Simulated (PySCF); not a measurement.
# CF2 (Difluoromethylene): the cost of one run

Computed with PySCF 2.14.0, with density-fitted response routines of our own, on a single molecule in the gas phase. Atoms count from 0, in the outputs and in this text.

## Step 1: The molecule as given

3 atoms, charge 0, multiplicity 1; geometry from: GFN2-xTB. The atoms were then displaced at random by about 0.01 Å, so the start is not that level's minimum.

Bonds of the start (Å): F0–C1 1.29, C1–F2 1.29.

## Step 2: Optimising the geometry at PBE0-D3(BJ)/def2-SVP

What the job is given:

```
{"job": {"xc": "PBE0", "basis": "def2-SVP", "d3": "d3bj", "grid": 1, "shake": 0.01, "kind": "geom"}, "charge": 0, "multiplicity": 1}
F     -1.010700    -0.294970     0.001750
C     -0.004890     0.519520    -0.013610
F      1.021600    -0.259480    -0.007330
```

Command:

```sh
> OMP_NUM_THREADS=1 python probes_run.py task.json out
```

The driver reads the jobs from task.json and runs them one after another.

**Question.** How long does this first job take on 1 thread of Arm Neoverse V1, shared host, and how much memory does it need?

About 2.3 s, with a peak of 0.25 GiB.
